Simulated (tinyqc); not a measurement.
Worked calculation: coupled-perturbed Hartree-Fock on RHF in the sto-6g basis, for LiH, spin multiplicity 1. One step of it, computed by the program tinyqc.

Question. Response to a field: uncoupled start. Field along z; U_ai = -mu_ai / (e_a - e_i), alpha = -4 sum U_ai mu_ai.

orbital energies (hartree): MO1 -2.385090, MO2 -0.294177, MO3 0.079460, MO4 0.162580, MO5 0.162580, MO6 0.574130

dipole integrals <a|z|i> (bohr):
```
           i1         i2
a3  -0.140867  -0.362408
a4   0.000000   0.000000
a5   0.000000   0.000000
a6  -0.104184   0.625733
```

Give: uncoupled U; uncoupled polarisability.

Answer.

uncoupled U:
```
        i1       i2
a3  0.0572   0.9699
a4  0.0000   0.0000
a5  0.0000   0.0000
a6  0.0352  -0.7206
```

uncoupled polarisability = 3.2566 bohr^3
